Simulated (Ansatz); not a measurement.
C3H5NO can be A, `NC1CC1=O`, or B, `N=C1CCO1`.

Program: Ansatz. Geometries: PBE0-D4/def2-TZVP. ΔE: electronic, gas phase. CCSD(T)/CBS adds triple-zeta CCSD(T) − MP2 to the extrapolated MP2 energy (def2 sets, frozen cores). Functionals use def2-TZVPP. One conformer a species, not always the lowest.

(1) Which isomer does CCSD(T)/CBS put lower? Give the gap. (Best estimate.)

(2) Give E(B) − E(A) in kJ/mol with MP2/def2-TZVPP, CCSD/def2-TZVPP, r2SCAN-D4, LDA (SPW92), B2PLYP, PBE-D4, BLYP-D4. (An estimate is asked.)

(3) Does the order hold for the free energy at 298.15 K (harmonic terms from PBE0-D4)? (Estimate.)

Largest T1 diagnostic: 0.014.

Results:

(1) The calculation gave: B, by 97.4 kJ/mol.

(2) Ansatz gave: MP2/def2-TZVPP -96.4, CCSD/def2-TZVPP -99.7, r2SCAN-D4 -94.4, LDA (SPW92) -96.7, B2PLYP -95.7, PBE-D4 -90.0, BLYP-D4 -91.4. None reverses the order clearly.

(3) Computed: Yes: G(B) − G(A) = -87.8 kJ/mol, for one conformer each.

Leaving LDA and LC-ωPBE aside and taking each functional with its dispersion term where it has one, the values, not all of them listed here, spread over 8.3 kJ/mol, from BHLYP-D4 to PBE-D4. LDA lies −7.0 kJ/mol from PBE without D4. From BLYP to BHLYP (50 % exact exchange), in def2-TZVPP and without D4, E(B) − E(A) moves by −7.8 kJ/mol.
